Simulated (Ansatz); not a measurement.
Oxygen (`O=O`) (triplet), relaxed with UKS PBE0-D4/def2-TZVP in the Gaussian-basis code of Ansatz from a GFN2-xTB geometry. The force threshold is 0.005 eV/Å; the program also tests the step.

Total charge 0; spin multiplicity 3.

Start:

```xyz
2

O     0.216    0.508    0.248
O    -0.216   -0.508   -0.248
```

| step | energy (eV) | largest force (eV/Å) | largest move (Å) |
| --- | --- | --- | --- |
| 1 | -4088.1126 | 1.201 | 0.000 |
| 2 | -4088.1245 | 0.251 | 0.007 |
| 3 | -4088.1250 | 0.011 | 0.002 |
| 4 | -4088.1250 | 0.000 | 0.000 |

End:

```xyz
2

O     0.213    0.500    0.245
O    -0.213   -0.500   -0.245
```

Run time 3.4 s (2 threads of a server CPU on a shared host); peak host memory 0.31 GiB.
